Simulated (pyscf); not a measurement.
Single points on ωB97X-D3(BJ)/def2-SVP structures (PySCF, gas phase).

SMILES: C=CCC(O)C=C
```xyz
17

C     -1.2233    -2.4653     0.2672
C     -0.8322    -1.6761    -0.7340
C     -1.3856    -0.3104    -1.0283
C     -0.3257     0.8039    -0.9884
O     -0.8673     2.0211    -1.4724
C      0.2597     0.9721     0.3917
C      1.5369     0.7667     0.7098
H     -0.7762    -3.4511     0.4273
H     -2.0088    -2.1542     0.9656
H     -0.0372    -2.0259    -1.4066
H     -1.8312    -0.2886    -2.0377
H     -2.1919    -0.0685    -0.3122
H      0.4867     0.5458    -1.6882
H     -1.5709     2.2905    -0.8695
H     -0.4520     1.2777     1.1730
H      1.9031     0.8964     1.7328
H      2.2671     0.4554    -0.0457
```

Question: What is the homolytic dissociation enthalpy (298 K, ωB97M-D3(BJ)/def2-TZVP) of the C–C bond of H₂C=CH–CH₂–CH(OH)–CH=CH₂ (SMILES C=CCC(O)C=C), to •HC=CH₂ + •H₂C–CH(OH)–CH=CH₂?

Answer: C–C to •HC=CH₂ + •H₂C–CH(OH)–CH=CH₂: 417.0 kJ/mol. The 7 functionals that were run give +376.5 (r²SCAN) to +419.0 kJ/mol (ωB97X-D3(BJ)). The radicals are drawn with the spin at the cut bond; how far it spreads was not checked. H₂C=CH–CH₂–CH(OH)–CH=CH₂ lies 108.5 kJ/mol over its isomer cyclic C₆H₁₀O (SMILES OC1CC=CCC1), and others may lie lower still (electronic energy, ωB97M-D3(BJ)). •H₂C–CH(OH)–CH=CH₂ lies 136.6 kJ/mol over its isomer H₃C–C•(CH₃)–CH=O, and others may lie lower still (electronic energy, ωB97M-D3(BJ)). Other isomers of •HC=CH₂ were not searched in full and may lie lower.
